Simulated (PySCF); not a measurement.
Species: difluoroborane, BF₂H.
SMILES with atom numbers: `[F:1][BH:2][F:3]` (hydrogens: H4 on B2)

A linear-response calculation (PySCF, def2-SVPD basis, gas phase, vertical, core orbitals frozen in the response) gave these numbers; the functional is withheld.

Orbital energies (eV): HOMO-3 -15.98, HOMO-2 -14.47, HOMO-1 -14.04, HOMO -12.50, LUMO 0.65, LUMO+1 1.13, LUMO+2 2.73.

| state | E (eV) | f | main configurations (H = HOMO, L = LUMO) |
| --- | --- | --- | --- |
| S1 | 8.64 | 0.050 | H→L (98%) |
| S2 | 9.90 | 0.0000 | H-1→L (98%) |
| S3 | 10.59 | 0.012 | H→L+1 (97%) |
| S4 | 11.16 | 0.022 | H-2→L (82%), H→L+3 (10%) |
| S5 | 11.58 | 0.0031 | H-1→L+1 (58%), H→L+3 (36%) |
| S6 | 11.75 | 0.340 | H→L+2 (96%) |

Triplets, Tamm–Dancoff:

```tsv
state	E (eV)	λ (nm)	main configurations (H = HOMO, L = LUMO)
T1	7.60	163.2	H→L (97%)
T2	9.66	128.3	H-1→L (97%)
T3	9.79	126.6	H-2→L (96%)
T4	10.15	122.1	H→L+1 (93%)
```

Vertical ionisation energy by ΔSCF with the same functional: 14.30 eV. Mean static polarisability: 16.4 au.

Question: Which of these was used?
A. B3LYP
B. CAM-B3LYP
C. HF
D. PBE

Answer: B. CAM-B3LYP is range-separated, 19% exact exchange at short range and 65% at long range (ω = 0.33 bohr⁻¹). In this run −ε(HOMO) = 12.50 eV differs from the ΔSCF value by -1.80 eV, and S1 differs from the orbital gap of 13.15 eV by -4.50 eV. The ratio −ε(HOMO)/IP is 0.87. Usual ranges for neutral molecules in this basis: 0.85 to 0.93 with CAM-B3LYP, 0.5 to 0.7 with PBE, 0.67 to 0.83 with B3LYP; Hartree–Fock can't fall below 1, since the ion's relaxation only lowers the ΔSCF value.

Method used: TDDFT CAM-B3LYP/def2-SVPD, vertical, gas phase, core orbitals frozen in the response in PySCF. Geometry: PBE0-D3(BJ)/def2-SVP; no solvent, vibrations or thermal averaging.
